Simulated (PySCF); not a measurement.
## Diatomic cations of F with the third period

r²SCAN with triple-zeta basis sets in PySCF, for the lowest determinant that a PBE0 search found; no spin–orbit coupling. De refers to high-spin ground-configuration atoms (the charge goes to the atom of lower measured ionisation energy or higher electron affinity, which is not always the lowest computed limit). A positive dipole points towards F; it is taken about the centre of mass and depends on that origin.

```tsv
M	basis	charged atom	state (unpaired electrons)	Re (Å)	ωe (cm⁻¹)	De (eV)	μ (D)
Mg	pcseg-2	Mg+	singlet (closed shell)	1.707	819	4.17	-9.30
Al	def2-TZVPPD	Al+	doublet (σ ↑)	1.604	932	3.67	-5.28
Si	def2-TZVPPD	Si+	singlet (closed shell)	1.540	1025	6.86	-3.32
P	def2-TZVPPD	P+	doublet (π ↑)	1.515	1034	5.69	-2.47
S	def2-TZVPPD	S+	triplet (π ↑↑)	1.514	1016	4.14	-2.11
Cl	def2-TZVPPD	Cl+	doublet (π ↑)	1.541	938	3.27	-1.60
```

Problem. By what factor does the well depth vary along the series?

Solution. At r²SCAN it runs from 3.27 eV (ClF⁺) to 6.86 eV (SiF⁺), a factor of 2.10.

The rows differ in basis set, which adds steps of its own.

The state changes along the series, so neighbouring rows are not always alike in their bonding.

For an ion De counts to the pair picked by the measured ionisation energies or electron affinities, which need not be the lowest pair at this level. States were picked by a PBE0 search and need not be the measured ground states.
